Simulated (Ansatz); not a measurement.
# BaFeO3: a prediction, then the measurements

The calculation used DFT PBEsol, scalar-relativistic, plane waves, PAW (Ansatz 0.2.0).

Settings: cutoff 420 eV, Γ-centred mesh 10×10×10 on the computed 5-atom cell, Gaussian smearing of 0.10 eV; collinear spin from starting moments 0 2.92 0.18 0.18 0.18 μB.

Relaxed structure, symmetry kept:

```
CELL_PARAMETERS angstrom
3.88466 0.00000 0.00000
0.00000 3.88466 0.00000
0.00000 0.00000 3.88466
ATOMIC_POSITIONS crystal
Ba 0.00000 0.00000 0.00000
Fe 0.50000 0.50000 0.50000
O 0.50000 0.50000 0.00000
O 0.00000 0.50000 0.50000
O 0.50000 0.00000 0.50000
```

* Space group: Pm-3m (No. 221)
* Volume per atom: 79.1 bohr³
* Formation energy from the elements' standard states (uncorrected): -2.029 eV/atom
* Kohn–Sham band gap: none (metal)
* Density of states at the Fermi level: 1.12 states/eV per cell
* Löwdin character within 0.5 eV of the Fermi level: Fe 3d 61 %, O 2p 35 %
* Bulk modulus: 167 GPa
* Its pressure derivative: 4.9
* Bader charges (e): Ba (1 in the cell) 1.53, Fe (1 in the cell) 1.68, O (3 in the cell) -1.07
* Total moment: 3.48 μB per cell
* Site moments (μB; atoms counted from 1 over the whole cell): Fe (atom 2) 2.66, O (atom 3) 0.17, O (atom 4) 0.17, O (atom 5) 0.17

Spin-orbit coupling is left out, which matters for the bands of heavy elements.

Only this magnetic start was tried.

**The experiment to reproduce.**

From “X-ray spectroscopic study of BaFeO3 thin films; an Fe ^4+ ferromagnetic insulator”, 2014, arxiv:1409.5538, for a powder of BaFeO3: lattice constant a 3.97 Å.

Measured lattice constant a of BaFeO3: 3.97 Å (powder; quoted in the paper above). This calculation gives 3.885 Å (-2.1 %). The measured value has few digits, which limits the comparison. The calculation is for 0 K without zero-point motion. The calculated magnetic order may not be the real one, and cell, gap and energy hang on it, so these differences aren't the functional's alone.

Symmetry holds off the tilts and polar distortions that many cubic perovskites undergo.